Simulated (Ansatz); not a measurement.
# NaC (quartet): wave-function methods side by side at distance C1–Na2 = 2.394 Å, cc-pVTZ

How much of the correlation energy of NaC (quartet) does each wave-function method recover here?

Computed with Ansatz 0.2.0, Gaussian basis. Level: cc-pVTZ, core rule «outside noble gas», up to 6 orbitals frozen.

The runs, in order: UHF; CCSD(T) on ROHF; CCSD(T) on UHF; BCCD(T) on ROHF; CISD; CCSDT(Q) on ROHF; CCSDT(Q) on UHF; CASSCF and MRCISD+Q, 5 electrons in 5 orbitals; CASSCF and NEVPT2, 5 electrons in 5 orbitals; Full CI.

55 further runs of the same task are left out: 42 for a known fault of the program, 10 that didn't finish, 3 set aside as unsound or not needed.

## (1) The geometry

The geometry derives from a PBE0/def2-TZVP stationary point (not a proven minimum). One bond is set to the value named and the two fragments are kept rigid.

2 atoms, charge 0, spin multiplicity 4.

Atoms are counted from 1 here; the program's logs count them from 0.

Bond lengths: C1–Na2 2.394 Å.

## (2) UHF

The input, in.yaml:

```yaml
crystal:
  periodic: [false, false, false]
  atoms:
    - {symbol: C, position_ang: [0.000000, 0.000000, 0.000000]}
    - {symbol: Na, position_ang: [0.000000, 0.000000, 2.394000]}
basis:
  gaussian: {orbitals: cc-pVTZ}
magnetization: {spin_polarized: true, initial_magnetization: 3}
hamiltonian: {xc: hf}
output: {orbitals: {seedname: orbitals}}
```

Run with:

```bash
ansatz run in.yaml --threads 1 --pin off --events-out ev --progress --plain --max-ram 2393MiB
```

The runs that follow: CCSD(T) on ROHF; CCSD(T) on UHF; BCCD(T) on ROHF; CISD; CCSDT(Q) on ROHF; CCSDT(Q) on UHF; CASSCF and MRCISD+Q, 5 electrons in 5 orbitals; CASSCF and NEVPT2, 5 electrons in 5 orbitals; Full CI.

Q: Predict the results of all the runs planned. Wanted: FCI from the RHF energy; RMP2 from FCI; UMP2 from FCI; RCCSD from FCI; RCCSD(T) from FCI; UCCSD(T) from FCI; RCCSDT(Q) from FCI; UCCSDT(Q) from FCI; NEVPT2 pair from FCI.

As calculated:

| quantity | value |
| --- | --- |
| FCI from the ROHF energy | -3.1470 eV |
| RMP2 from FCI | +581.3 meV |
| UMP2 from FCI | +569.1 meV |
| RCCSD from FCI | +131.0 meV |
| RCCSD(T) from FCI | +22.3 meV |
| UCCSD(T) from FCI | +20.2 meV |
| RCCSDT(Q) from FCI | -0.4 meV |
| UCCSDT(Q) from FCI | -2.6 meV |
| NEVPT2 pair from FCI | +695.6 meV |
| MRCISD+Q pair from FCI | +5.8 meV |
| levels within 1 kcal/mol (43 meV) | RCCSD(T), UCCSD(T), BCCD(T), RCCSDT, UCCSDT, RCCSDT(Q), UCCSDT(Q), MRCISD+Q pair |
| T1 diagnostic | 0.022 |
| effectively unpaired electrons | 3.02 |

What this shows: RCCSD(T) lands +22.3 meV from the yardstick (0.7 % of the correlation energy). UCCSDT(Q) falls below full CI: unrestricted runs freeze a spin-polarised core, another one than full CI's, and coupled cluster isn't variational. One determinant dominates. Of the multireference levels listed MRCISD+Q pair comes nearest in total energy (+5.8 meV), which doesn't show that its space is the better one. These misses are within one basis, not against nature; the frozen cores of restricted and unrestricted runs differ, which can shift their rows.

Levels on UHF freeze UHF's core orbitals, full CI those of ROHF, so the U rows can settle a little off it for that reason alone.

With open shells the CI space here admits some triples and quadruples, so it is larger than plain CISD.
